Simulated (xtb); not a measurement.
sulfur dioxide (O2S), SMILES O=S=O. All values are semi-empirical tight-binding results from xtb (GFN2-xTB unless named), good for trends rather than for accurate numbers. The structure is a stationary point at GFN2-xTB.

Computed properties:
```json
{
 "point_group_as_xtb_finds_it": "C2v",
 "orbital_gap": "3.51 eV",
 "zero_point_energy": "4.2 kcal/mol",
 "G − E(el) at 298.15 K (modified RRHO)": "-11.0 kcal/mol",
 "static polarisability (D4 model)": "30.4 bohr³",
 "solvation energy, GFN2-xTB/ALPB(water)": "-6.0 kcal/mol",
 "solvation energy, GFN2-xTB/ALPB(dmso)": "-6.9 kcal/mol"
}
```
